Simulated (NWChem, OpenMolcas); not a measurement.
How basis sets differ on SiNH4O (SMILES N[SiH]O)

SiNH4O: 7 atoms, total charge 0, spin state doublet. As SMILES, `N[SiH]O`. The coordinates come from a PBE0-D4/def2-TZVP relaxation. This is one conformer, not always the lowest.

Quantity: the vertical ionisation energy (to the singlet cation), in eV. The values are calculated.

| level | kind | program | value (eV) | CPU time (all runs) |
| --- | --- | --- | --- | --- |
| UB3LYP/def2-SVP | global hybrid | NWChem | 7.58 | 19 s |
| UB3LYP/6-31G* (spherical functions) | global hybrid | OpenMolcas | 7.56 | 58 s |
| UB3LYP/6-31G* (Cartesian functions) | global hybrid | NWChem | 7.57 | 43 s |
| UB3LYP/6-311+G** | global hybrid | OpenMolcas | 7.85 | 2.2 min |
| UB3LYP/def2-SVPD | global hybrid | NWChem | 7.81 | 39 s |
| UB3LYP/def2-TZVP | global hybrid | NWChem | 7.76 | 78 s |

The values span 7.56 to 7.85 eV. Times are those of the runs behind each value, whatever else they computed, on shared processors of several kinds: orders of magnitude only.
